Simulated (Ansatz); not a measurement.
**Ti$_{3}$Sn: computed properties**

All numbers below come from Ansatz 0.2.0, DFT PBEsol, scalar-relativistic, plane waves, PAW.

Settings: cutoff 420 eV, Γ-centred mesh 6×6×8 on the computed 8-atom cell, Gaussian smearing of 0.10 eV; no spin polarisation.

The structure is relaxed at this level of theory with its symmetry kept. Whether it is the stable form of this composition wasn't checked.

Space group P6_3/mmc (No. 194). a = 5.839 Å, b = 5.839 Å, c = 4.700 Å, α = 90.00°, β = 90.00°, γ = 120.00°
```
atom site symmetry x y z
  Ti    6h mm2  0.1642  0.3283  0.7500
  Sn    2c      -6m2  0.6667  0.3333  0.7500
```

* Space group: P6_3/mmc (No. 194)
* Volume per atom: 17.35 Å³
* Formation energy from the elements' standard states (uncorrected): -0.347 eV/atom
* Kohn–Sham band gap: none (metal)
* Density of states at the Fermi level: 9.26 states/eV per cell
* Löwdin character within 0.5 eV of the Fermi level: Ti 3d 90 %
* Bulk modulus: 126 GPa
* Its pressure derivative: 4.1
* Bader charges (e): Ti (6 in the cell) 0.50, Sn (2 in the cell) -1.50

Cost: 6 runs of about 4.3 core-minutes in all, on Intel Xeon Platinum 8559C (Emerald Rapids) (shared hosts).